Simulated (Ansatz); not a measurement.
# C2H8N2: the cost of one run

Computed with Ansatz 0.2.0, Gaussian basis. Level: the settings change from run to run.

## (1) The relaxed structure

The geometry comes from an earlier relaxation with PBE0-D4 in a triple-zeta def2 set; it is a stationary point, not always the lowest conformer.

SMILES `NCCN`, 12 atoms, charge 0, spin multiplicity 1.

Atoms are counted from 1 here; the program's logs count them from 0.

Bond lengths: N1–C2 1.455 Å, N1–H5 1.013 Å, N1–H6 1.012 Å, C2–C3 1.521 Å, C2–H7 1.095 Å, C2–H8 1.104 Å, C3–N4 1.452 Å, C3–H9 1.094 Å, C3–H10 1.095 Å, N4–H11 1.012 Å, N4–H12 1.013 Å. Angles: C2–N1–H5 110.3°, C2–N1–H6 110.8°, H5–N1–H6 106.5°, N1–C2–C3 110.8°, N1–C2–H7 108.2°, N1–C2–H8 113.5°, C3–C2–H7 108.6°, C3–C2–H8 108.9°, H7–C2–H8 106.7°, C2–C3–N4 115.9°, C2–C3–H9 108.6°, C2–C3–H10 108.8°, N4–C3–H9 107.7°, N4–C3–H10 108.4°, H9–C3–H10 107.0°, C3–N4–H11 110.9°, C3–N4–H12 111.4°, H11–N4–H12 108.0°.

## (2) r2SCAN/aug-pcseg-2

Options: D3(BJ) with three-body dispersion.

Contents of in.yaml:

```yaml
crystal:
  periodic: [false, false, false]
  atoms:
    - {symbol: N, position_ang: [-0.746746, 1.124625, -0.713740]}
    - {symbol: C, position_ang: [-0.306226, 0.593100, 0.566636]}
    - {symbol: C, position_ang: [0.888007, -0.331631, 0.386667]}
    - {symbol: N, position_ang: [0.669862, -1.493642, -0.455649]}
    - {symbol: H, position_ang: [-1.198178, 0.400008, -1.258134]}
    - {symbol: H, position_ang: [-1.432899, 1.856181, -0.582739]}
    - {symbol: H, position_ang: [-0.003981, 1.433801, 1.199532]}
    - {symbol: H, position_ang: [-1.097196, 0.051916, 1.114302]}
    - {symbol: H, position_ang: [1.712424, 0.242330, -0.046227]}
    - {symbol: H, position_ang: [1.219979, -0.676267, 1.371736]}
    - {symbol: H, position_ang: [0.493941, -1.217491, -1.412993]}
    - {symbol: H, position_ang: [-0.122088, -2.038127, -0.135492]}
basis:
  gaussian: {orbitals: aug-pcseg-2}
hamiltonian: {xc: {name: r2SCAN}, dispersion: d3bjatm}
output: {forces: true}
```

Command:

```
> ansatz run in.yaml --threads 4 --pin off --events-out ev --progress --plain --max-ram 10444MiB
```

What time and memory should one allow on 4 threads of Arm Neoverse V1, shared host?

About 8 s, with a peak of 0.57 GiB.
